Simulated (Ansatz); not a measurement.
Calculated with Ansatz (gas phase, PBE0-D4/def2-TZVP geometries, no zero-point term in ΔE). CCSD(T)/CBS is the MP2 limit (def2-TZVPP, def2-QZVPP) plus CCSD(T) − MP2 in def2-TZVPP, frozen cores. This one scheme is used for every species. DFT in def2-TZVPP. One conformer a species, not always the lowest.

`N[SiH2][AlH2]` + HCl → `[AlH2][SiH2]Cl` + NH₃  (ligand exchange at the Si–N bond)

`N[SiH2][AlH2]`:

Z-matrix (Å, degrees):
```
Si
Al 1 2.457
N 1 1.731 2 109.3
H 1 1.503 2 109.4 3 -126.4
H 1 1.493 2 111.4 3 118.8
H 2 1.590 1 121.3 3 -164.1
H 2 1.593 1 120.4 3 16.9
H 3 1.008 1 120.2 2 178.6
H 3 1.007 1 119.2 2 -39.1
```

HCl:

Cartesian coordinates in Å:
```
Cl 0.107 -0.387 -0.498
H -0.107 0.387 0.498
```

`[AlH2][SiH2]Cl`:

Cartesian coordinates in Å:
```
Al -0.759 1.149 -0.413
Si 0.458 -0.769 0.522
Cl 1.377 -1.554 -1.181
H -0.035 2.555 -0.535
H -2.224 0.944 -0.987
H -0.364 -1.863 1.105
H 1.546 -0.463 1.490
```

NH₃:

Cartesian coordinates in Å:
```
N -0.236 -0.124 0.090
H 0.462 -0.803 -0.189
H -0.406 0.473 -0.710
H 0.181 0.454 0.809
```

```tsv
species	CAM-B3LYP-D4 energy (Eh)
`N[SiH2][AlH2]`	-590.30954
HCl	-460.83237
`[AlH2][SiH2]Cl`	-994.60410
NH₃	-56.55787
```

Task: Work out ΔE.

Result: ΔE = (-994.60410) + (-56.55787) − (-590.30954) − (-460.83237) = -0.02006 Eh = -52.7 kJ/mol. CCSD(T)/CBS gives -57.4 kJ/mol.

Largest T1 diagnostic among the species: 0.011.

Leaving LDA and LC-ωPBE aside and taking each functional with its dispersion term where it has one, the values, not all of them listed here, spread over 6.4 kJ/mol, from HSE06-D4 to CAM-B3LYP-D4. LDA lies +9.1 kJ/mol from PBE without D4. At CCSD(T), def2-SVP lies +6.1 kJ/mol from the extrapolated value and def2-TZVPP +4.0 kJ/mol.
